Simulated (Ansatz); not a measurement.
All values below come from frozen-core CCSD(T)/cc-pVTZ // M06-2X/def2-TZVP (Ansatz, a first-principles code).

Ansatz 0.2 input:
```yaml
crystal:
  periodic: [false, false, false]
  atoms:
    - { symbol: Cl, position_ang: [-1.424722, -0.563581, -1.319256] }
    - { symbol: Si, position_ang: [-0.001932, -0.001556, 0.000904] }
    - { symbol: Cl, position_ang: [0.03221, 2.01416, 0.137399] }
    - { symbol: Cl, position_ang: [-0.415492, -0.792112, 1.813908] }
    - { symbol: Cl, position_ang: [1.800077, -0.66478, -0.628319] }
basis:
  gaussian: { orbitals: cc-pVTZ }
correlation:
  method: ccsd_t
```

Output:

```
Functional definition: HF
1028 factors; integrals over basis functions are off by at most 7.3e-4 eV
mean field evaluation 1: about -57882.8797 eV, gradient 2.4e1 eV
mean field evaluation 2: about -57883.3746 eV, gradient 2.5e1 eV
mean field evaluation 4: about -57885.1666 eV, gradient 2.1e0 eV
mean field evaluation 8: about -57885.2183 eV, gradient 8.0e-2 eV
mean field evaluation 16: about -57885.2183 eV, gradient 1.1e-6 eV
mean field -57885.21834221 eV, -2127.2425380660 hartree, gradient 1.1e-6 eV, S^2 0.000000; 0 other end points of the search recorded, 0 dependent functions left out
25 core orbitals not correlated
reference -57885.21834221 eV, -2127.2425380660 hartree; 16, 16 occupied and 129, 129 virtual orbitals, 1028 factors
second order -23.36828224 eV of doubles, -0.00000000 eV of singles
cycle   1  -24.38795691 eV  change    -1.0e0 eV  update   9.0e-2
cycle   2  -24.85109318 eV  change   -4.6e-1 eV  update   2.4e-2
cycle   3  -24.93801610 eV  change   -8.7e-2 eV  update   1.1e-2
cycle   4  -24.92901929 eV  change    9.0e-3 eV  update   2.3e-3
cycle   5  -24.92813659 eV  change    8.8e-4 eV  update   7.5e-4
cycle   6  -24.92791207 eV  change    2.2e-4 eV  update   1.9e-4
cycle   7  -24.92784535 eV  change    6.7e-5 eV  update   6.5e-5
cycle   8  -24.92786881 eV  change   -2.3e-5 eV  update   1.6e-5
perturbative correction -1.09168471 eV, -0.0401186733 hartree
Total energy: -57911.23789574 eV, -2128.1987390215 hartree
```

Cost: roughly 80 core-seconds.
